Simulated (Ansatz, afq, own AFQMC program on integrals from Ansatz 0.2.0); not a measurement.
C2H4N, doublet in cc-pVDZ, levels against CCSDT(Q)

```xyz
7

C    -1.9461    0.0000    0.0000
H    -2.3093    1.0273    0.0000
H    -2.3093   -0.5137    0.8897
H    -2.3093   -0.5137   -0.8897
H    -0.7121    0.0000    0.0000
N     1.7299    0.0000    0.0000
C     0.5699    0.0000    0.0000
```

Basis cc-pVDZ. Noble-gas cores (and the filled d shells of Ga–Kr and In–Xe) are frozen. Ansatz 0.2.0 and our own AFQMC program on the same integrals; the CISD trial comes from CCSD amplitudes, and released means the phaseless constraint is let go. Uncertainties: one standard error, sampling alone.

Determinant: ROHF, the one that the program's search chose, which needn't be the lowest solution. The geometry is a point of a scan.

No full CI on the walks' own integrals is used here; CCSDT(Q) serves as the reference and is uncertain by about the last step of the cluster series.

Cautions: higher spins were not checked; a spin-contaminated unrestricted determinant lies lower (UHF 375 meV lower, ⟨S²⟩ 0.99); the released energies are still falling, so no released level is given (meV from the phaseless value at times in 1/Eh: 1 ± 7 at 0.24, -7 ± 5 at 0.51, -9 ± 5 at 0.99, -22 ± 9 at 1.50), though the last usable value meets CCSDT(Q) within the noise.

The T1 diagnostic is 0.0244. The weight of the determinant in the CISD state is 0.821 and the size of the correlated space is 17 electrons in 59 orbitals.

```
  level  correlation energy (eV)
    MP2                 -12.0368
   CCSD                 -12.8127
CCSD(T)                 -13.3001
```

(1) Estimate where phaseless AFQMC with the Hartree–Fock trial lies against CCSD(T) on the same integrals.

(1) 8.8 ± 3.0 kJ/mol below CCSD(T).

Reference: CCSDT(Q), correlation energy -13.368 eV.

```json
{"level": "CCSD(T)", "E − E(reference) (kJ/mol)": "6.5", "share of correlation (%)": "99.49"}
{"level": "CCSDT", "E − E(reference) (kJ/mol)": "4.8", "share of correlation (%)": "99.63"}
{"level": "ph-AFQMC/HF", "E − E(reference) (kJ/mol)": "-2.3 ± 3.0", "share of correlation (%)": "100.17"}
{"level": "ph-AFQMC/CISD", "E − E(reference) (kJ/mol)": "0.7 ± 0.8", "share of correlation (%)": "99.95"}
```

A walk keeps the symmetry of its determinant, which the program's search chose and which needn't be the lowest solution, so a lower state of the same spin and another symmetry isn't excluded.
